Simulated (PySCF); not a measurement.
**Predicted spectroscopic data**

[PySCF: PBE0/pcSseg-1 with gauge-including orbitals; geometry: GFN2-xTB; fast rotation and ring inversion assumed for equivalent nuclei; no solvent; a single conformation; no relativistic terms]

Chemical shifts δ = σref − σ; $^{1}$H and $^{13}$C against TMS, all at this level. Where no couplings were computed, multiplicities follow the n + 1 count of equivalent neighbours, and m marks all less simple cases (inequivalent or close neighbours, rings, F or P nearby). Shifts are as computed. Against solution values, carbons near 30 ppm lie about +3 ppm off and those near 130 ppm about +5 ppm. Of 1211 compounds with measured shifts, 218 miss one by over three times the rms of a fit or turn the order of signals round; such compounds aren't used in these exercises.

Compound 1 (C$_{8}$H$_{10}$). $^{1}$H NMR (500 MHz, computed): δ 6.67 (m, 2H), 6.48 (m, 2H), 6.48 (m, 2H), 5.56 (m, 2H), 5.47 (m, 2H). $^{13}$C{$^{1}$H} NMR (computed): δ 145.8, 143.0, 141.7, 125.4. Structure: `C(=C\C=C)/C=C/C=C`.

Compound 2 (C$_{5}$H$_{8}$O$_{2}$). $^{1}$H NMR (500 MHz, computed): δ 6.40 (m, 1H), 5.45 (m, 1H), 5.43 (m, 1H), 3.89 (s, 3H), 3.13 (d, 2H). $^{13}$C{$^{1}$H} NMR (computed): δ 177.2 (C), 142.3 (CH), 123.6 (CH2), 53.1 (CH3), 46.3 (CH2). Structure: methyl 3-butenoate (SMILES C=CCC(=O)OC).
